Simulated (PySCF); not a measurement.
Potential energy of BF⁺ along the bond

Set-up: basis B cc-pVTZ, F cc-pVTZ; no relativity; PySCF 2.14. Energies in eV from B⁺ + F in their ground configurations at the same level. State: ²Σ⁺ (doublet), unpaired electrons σ ↑.

```
R (Å)     PBE
1.044  -4.275
1.093  -5.180
1.141  -5.705
1.178  -5.910
1.214  -5.990
1.250  -5.971
1.299  -5.829
1.360  -5.517
1.433  -5.020
1.530  -4.257
```

Question: Put a parabola through the three lowest points of the PBE curve and estimate Re, k and ωe (reduced mass 6.97 u; 1 eV/Å² = 0.16022 mdyn/Å; ωe = 1302.8·√(k/μ) cm⁻¹).

Answer: Through R = 1.178, 1.214, 1.25 Å the second-order coefficient is 38.2 eV/Å², so Re ≈ 1.225 Å, k ≈ 12.2 mdyn/Å and ωe ≈ 1726 cm⁻¹. A polynomial fit of higher order to the unrounded PBE energies gives Re = 1.224 Å, k = 11.1 mdyn/Å, ωe = 1644 cm⁻¹; anharmonicity and rounding make the difference.

The higher-order fit for each curve: PBE: Re = 1.224 Å, ωe = 1644 cm⁻¹, De = 5.99 eV.

For an ion De counts to the pair picked by the measured ionisation energies or electron affinities, which need not be the lowest pair at this level. The state was picked by a PBE0 search and need not be the measured ground state.
